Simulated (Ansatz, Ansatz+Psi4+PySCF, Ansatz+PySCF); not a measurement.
```json
{"atom": "C", "x (Å)": "0.0000", "y (Å)": "0.0000", "z (Å)": "-0.2927"}
{"atom": "C", "x (Å)": "0.0000", "y (Å)": "0.0000", "z (Å)": "-1.5150"}
{"atom": "H", "x (Å)": "0.0000", "y (Å)": "0.0000", "z (Å)": "-2.5772"}
{"atom": "C", "x (Å)": "0.0000", "y (Å)": "0.0000", "z (Å)": "1.0743"}
{"atom": "H", "x (Å)": "0.0000", "y (Å)": "-0.9729", "z (Å)": "1.6553"}
{"atom": "H", "x (Å)": "0.0000", "y (Å)": "0.9729", "z (Å)": "1.6553"}
```

Basis set: cc-pVTZ (spherical functions). Frozen core: 3 orbitals. Correlation on ROHF uses semicanonical orbitals with singles. Charge 0, multiplicity 2.

Computed with Ansatz (development build ahead of 0.2.0); each method stands on the lowest determinant of its kind that the runs found.

The atomization energy at this shape (free ground-state atoms in the same class of orbitals less the molecule, no zero-point energy) of doublet C3H3:

```json
{"method": "ROHF-CCSD(T)", "atomization energy": "2452.1 kJ/mol"}
{"method": "ROHF-MP2", "atomization energy": "2510.1 kJ/mol"}
```

(1) What does UHF-MP2 give?

## Answers

(1) 2470.1 kJ/mol. Caution for ROHF-MP2, UHF-MP2: forces differ strongly between restricted and unrestricted references. Caution for UHF-MP2: the unrestricted determinant is spin contaminated.
